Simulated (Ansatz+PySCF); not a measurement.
Values are calculated unless marked as measured or tabulated.
This PySCF input gave a total energy of -55.86642 hartree.

```python
from pyscf import gto, scf

mol = gto.M(atom="""
N 0.000000 0.000000 -0.471050
H 0.000000 0.000000 3.297370
H 30.000000 0.000000 -0.380440
H 30.000000 0.000000 0.380440
""", basis='6-31g', charge=0, spin=2)
mf = scf.ROHF(mol)
mf.init_guess = 'minao'
mf.kernel()
while True:  # follow internal instabilities
    mo, _, stable, _ = mf.stability(return_status=True)
    if stable: break
    mf.kernel(mf.make_rdm1(mo, mf.mo_occ))
print(mf.converged, mf.e_tot, mf.spin_square()[0])
```

Question: Write an input for Ansatz with the same method and basis set.

Answer:

```yaml
crystal:
  periodic: [false, false, false]
  atoms:
    - { symbol: "N", position_ang: [0.0, 0.0, -0.47105] }
    - { symbol: H, position_ang: [0.0, 0.0, 3.29737] }
    - { symbol: H, position_ang: [30.0, 0.0, -0.38044] }
    - { symbol: H, position_ang: [30.0, 0.0, 0.38044] }
basis:
  gaussian: { orbitals: "6-31G" }
magnetization:
  initial_magnetization: 2
hamiltonian:
  xc: hf
```

Ansatz (development build ahead of 0.2.0) gave -55.86642 hartree, 0.00 meV from the first. Caution: this determinant is likely not that of the ground state; an unrestricted determinant lies well below.
